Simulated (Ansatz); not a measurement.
# How far each method lies from full CI for NO, quartet

Geometry: a point of a stretch scan, not a stationary point.

```xyz
2

N     0.0000    0.0000    0.0000
O     0.0000    0.0000    1.5410
```

Basis 6-31G; Ansatz 0.2.0. Correlated methods freeze the noble-gas cores, which leaves 11 electrons in 16 orbitals. R marks a restricted (for open shells ROHF) determinant, U an unrestricted one. Active spaces: pair = (5e, 5o) about the gap; valence = (11e, 8o) chosen from the atoms' valence shells.

Full CI is exact within this basis and frozen core; it isn't the basis-set limit. The frozen core follows each run's orbitals, which can shift R against U totals by a few meV.

For open shells CISD and CISDTQ are restricted-active-space CI with the open shells as a complete middle space.

The UHF ⟨S²⟩ is 3.781, the T1 diagnostic (RCCSD) is 0.0373 and the largest doubles amplitude (RCCSD) is 0.135. The T1 diagnostic (UCCSD) is 0.0349.

```csv
level,E − E(full CI) (kJ/mol),share of correlation (%),wall time
RHF,480.0,0.00,–
UHF,463.2,3.51,–
RMP2,77.3,83.90,–
UMP2,77.6,83.83,–
CISD,38.9,91.90,0.84 s
RCCSD,17.3,96.41,–
UCCSD,16.9,96.48,–
RCCSD(T),5.3,98.90,0.6 s
UCCSD(T),5.3,98.89,0.54 s
BCCD(T),5.8,98.79,0.69 s
RCCSDT,1.7,99.65,–
UCCSDT,1.6,99.68,–
CISDTQ,1.0,99.80,20 s
RCCSDT(Q),0.1,99.98,3.9 s
UCCSDT(Q),-0.3,100.06,3.2 s
RCCSDTQ,0.1,99.98,44 s
UCCSDTQ,0.0,100.01,46 s
CASSCF (pair space),346.2,27.88,–
NEVPT2 (pair space),68.9,85.64,0.3 s
MRCISD (pair space),28.0,94.17,–
MRCISD+Q (pair space),7.8,98.37,0.72 s
CASSCF (valence space),303.7,36.73,–
NEVPT2 (valence space),68.4,85.76,0.36 s
MRCISD (valence space),16.1,96.64,–
MRCISD+Q (valence space),4.8,99.00,0.96 s
```

The correlation energy at full CI, counted from RHF, is -4.975 eV. That run took 2.2 min on 1 thread of Arm Neoverse V2, shared host over 5,205,200 determinants.

Times hold each run's SCF and search for its determinant on a shared host, so for small cases they say little of a method's own cost; they ran on 1 thread of Arm Neoverse V2.

The full-CI state has the irrep B2 of C2v, in the program's axes (one component, if the state is degenerate).

Natural occupations of full CI about the gap: 1.978 1.963 1.900 1.013 1.003 0.986 0.102 0.017 0.012 0.009; effectively unpaired electrons, Σ n²(2−n)², 3.08.
